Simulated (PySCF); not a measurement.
Computed and published core binding energies of `O=S=O`

What was measured (core binding energies): S 1s of S2 2483.70 eV [2]; S 1s of S2 2483.70 eV [3]; S 1s of S2 2483.90 eV [4]. Sources and the comparison follow the method.

Species: SO2.
Numbering: `[O:1]=[S:2]=[O:3]`

Level of theory: delta-SCF UKS SCAN, pcX-2 on the ionised atom, pcseg-1 elsewhere, spin-free X2C in PySCF 2.14.0. Binding energies are ΔSCF values: E(core-ionised, relaxed orbitals) − E(ground state) at a fixed geometry, referred to the vacuum level.

```csv
atom,environment,level,this calculation (eV),reference (eV),difference (eV),source
S2,sulfur bonded to 2 O,S 1s,2483.35,2483.50,-0.15,[1]
S2,sulfur bonded to 2 O,S 1s,2483.35,2483.70,-0.35,[2]
S2,sulfur bonded to 2 O,S 1s,2483.35,2483.70,-0.35,[3]
S2,sulfur bonded to 2 O,S 1s,2483.35,2483.90,-0.55,[4]
```

[1] computed, SFX2C-1e-ΔCCSD(T)/cc-pCVTZ-unc* + high-level relativistic corrections, gas; Zheng, Zhang, Jin, Southworth, Cheng, Phys. Chem. Chem. Phys. 2022, 24, 13587
[2] measured, gas; Cunha, Hait, Kang, Mao, Head-Gordon, J. Phys. Chem. Lett. 2022, 13, 3438 (arXiv:2111.08405)
[3] measured, gas; Zheng, Zhang, Jin, Southworth, Cheng, Phys. Chem. Chem. Phys. 2022, 24, 13587
[4] measured, gas; Besley, J. Chem. Theory Comput. 2021, 17, 3644 (DFT calculations of core-electron binding energies at the K-edge of heavier elements)

Q: How well does this level of theory reproduce the measurements here?

A: Over the 2 different measured values (1 distinct line) the mean signed difference is -0.45 eV, the mean unsigned one 0.45 eV and the largest 0.55 eV; the computed references in the table aren't counted. The calculation is vertical and has no vibrational structure, and measured positions depend on the energy calibration.

Q: What does the calculation give for the levels without a reference value here?

A: O1/O3 O 1s 539.60 eV.

The first atom of each set that the bonding makes equivalent was ionised and stands for the set. Not every level is listed. Isolated species at its GFN2-xTB geometry, gas phase.

The run took 3.1 s on one thread of an x86-64 server, on a shared host.
